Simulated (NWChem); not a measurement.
**Ionisation of nitrogen dioxide (NO$_{2}$)**

SMILES: N(=O)[O]
```xyz
3

O     -1.0994     0.0000     0.1399
N      0.0000     0.0000    -0.3199
O      1.0994     0.0000     0.1399
```
Charge 0, spin multiplicity 2.

Everything below was run with NWChem. All single points use one geometry, from UB3LYP/def2-SVP, a minimum by its harmonic frequencies.

Basis set: def2-TZVP. The species with one electron less has spin multiplicity 1 and keeps the geometry of the parent. Δ marks differences of total energies (open shells unrestricted). −ε marks an orbital energy of the parent. That orbital need not have the symmetry of the hole or added electron in the Δ rows. That singlet is a closed-shell solution.

B3LYP has NWChem's definition, with VWN1-RPA local correlation. The unpaired electrons of the parent sit in orbitals of symmetry a1 (C2v labels of the run); other states weren't searched. The stability of the SCF solutions was not checked.

Q: For the first vertical ionisation energy, −ε(alpha HOMO) of B3LYP gives 8.04 eV and −ε(alpha HOMO) of PBE gives 6.33 eV. What do −ε(alpha HOMO) of r2SCAN, ΔB3LYP, ΔPBE give?

A: −ε(alpha HOMO) of r2SCAN: 6.86 eV; ΔB3LYP: 11.64 eV; ΔPBE: 11.08 eV.
